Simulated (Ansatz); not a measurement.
## CH3NaS, SMILES C[S][Na]: a relaxed scan of one distance, step by step

Program: Ansatz's Python interface.

The script reads `ch3nas.xyz`:
```text
6

C    -0.43311    0.36875   -0.42227
S    -0.10688   -1.14927    0.51837
Na    2.07939   -1.18969    1.73498
H    -1.41400    0.24805   -0.87515
H     0.31583    0.49454   -1.19987
H    -0.44123    1.22762    0.24394
```

Notebook, run cell by cell (the value of a cell's last expression is shown):

In [1]:
```python
import ansatz
import numpy as np
```

In [2]:
```python
molecule = ansatz.Crystal.molecule_from_extxyz('ch3nas.xyz')
```

In [3]:
```python
model = (
    molecule.calculation()
    .basis(gaussian='def2-SVP')
    .functional('HF')
    .accuracy('medium')
    .scf(lower_state_search='off')
)
symbols = [site.symbol for site in molecule.cartesian_sites]
pairs = [(0, 1), (0, 3), (0, 4), (0, 5), (1, 2)]
print('held (A)   E (eV)        ', '  '.join(f'{symbols[i]}{i}-{symbols[j]}{j}' for i, j in pairs))
for length in [2.3, 2.5, 2.7, 3.0, 3.38]:
    summary = model.relax(constraints=[ansatz.DistanceConstraint((1, 2), at=length)], force_tolerance=0.02, max_steps=60).run().report
    xyz = np.array(summary['positions_ang'])
    print(f'{length:6.2f} {summary["free_energy_ev"]:14.5f}  ', '  '.join(f'{np.linalg.norm(xyz[i] - xyz[j]):.3f}' for i, j in pairs))
```
```text
held (A)   E (eV)         C0-S1  C0-H3  C0-H4  C0-H5  S1-Na2
DeckWarning: relax.constraints: the input's atoms, or those drawn, lie off the distances that are held; a relaxation that starts there is brought onto them ahead of its first SCF, by positions alone, an atom by 1.01e-1 Å at the most. With the symmetry detection on, the symmetry is detected on the input's atoms as so [...]
  2.30   -16294.14511   1.826  1.090  1.090  1.090  2.300
  2.50   -16294.27574   1.831  1.091  1.091  1.091  2.500
  2.70   -16294.18261   1.832  1.091  1.092  1.092  2.700
  3.00   -16293.85201   1.831  1.092  1.093  1.093  3.000
  3.38   -16293.33712   1.829  1.093  1.093  1.093  3.380
```

Reading the output:
- The settings weren't tested for convergence.
- Warnings are shown shortened and without file and line.
- The energies are electronic: no zero-point or thermal terms, and the basis set is short of its limit.
- Finished in 19 s on 1 thread of Arm Neoverse V1, on a shared host, peak memory 0.19 GiB.
